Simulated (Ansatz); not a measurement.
# ClH5OSi: the cost of one run

All numbers below are computed with Ansatz 0.2.0 (RKS B3LYP-D4/def2-SVP).

### 1 Starting point

Bond lengths: Si1–Cl2 2.480 Å, Si1–H3 1.460 Å, Si1–H4 1.459 Å, Si1–H5 1.459 Å, Si1–O6 1.980 Å, O6–H7 1.010 Å, Cl2–H8 1.530 Å. Angles: Si1–Cl2–H8 62.3°, Cl2–Si1–H3 109.5°, Cl2–Si1–H4 109.5°, Cl2–Si1–H5 109.5°, Cl2–Si1–O6 71.6°, H3–Si1–H4 109.5°, H3–Si1–H5 109.5°, H3–Si1–O6 178.9°, H4–Si1–H5 109.5°, H4–Si1–O6 70.0°, H5–Si1–O6 70.0°, Si1–O6–H7 109.5°.

Coordinates:

```xyz
8

Si    0.0000    0.0000    0.0000
Cl    0.0000    0.0000    2.4800
H     1.3768    0.0000   -0.4862
H    -0.6877    1.1914   -0.4862
H    -0.6877   -1.1914   -0.4862
O    -1.8790    0.0000    0.6243
H    -2.4241   -0.6297    0.0530
H    -1.3553    0.0000    1.7690
```

### 2 A restrained relaxation towards end A

Springs on the bonds that form and break draw the guess towards this end; the thresholds are loose.

Contents of input.yaml:

```yaml
crystal:
  periodic: [false, false, false]
  atoms:
    - { symbol: Si, position_ang: [0.0, 0.0, 0.0] }
    - { symbol: Cl, position_ang: [0.0, 0.0, 2.48] }
    - { symbol: H, position_ang: [1.3768, 0.0, -0.4862] }
    - { symbol: H, position_ang: [-0.6877, 1.1914, -0.4862] }
    - { symbol: H, position_ang: [-0.6877, -1.1914, -0.4862] }
    - { symbol: O, position_ang: [-1.879, 0.0, 0.6243] }
    - { symbol: H, position_ang: [-2.4241, -0.6297, 0.053] }
    - { symbol: H, position_ang: [-1.3553, 0.0, 1.769] }
basis:
  gaussian: { orbitals: def2-SVP }
hamiltonian:
  xc: b3lyp
  dispersion: d4
relax:
  f_tol: 0.15
  max_steps: 25
  restrain:
    - { distance: [0, 5], at: 2.88, k: 30.0 }
    - { distance: [7, 1], at: 2.57, k: 30.0 }
    - { distance: [0, 1], at: 2.13, k: 30.0 }
    - { distance: [7, 5], at: 1.01, k: 30.0 }
output:
  orbitals: {}
```

Command:

```
$ ansatz run input.yaml --threads 1 --pin off --max-ram 2048MiB --backend cpu --events-out ev --progress --plain --runs-dir out
```

What time and memory should one allow on 1 thread of Arm Neoverse V1, shared host?

About 23 s, with a peak of 0.16 GiB.
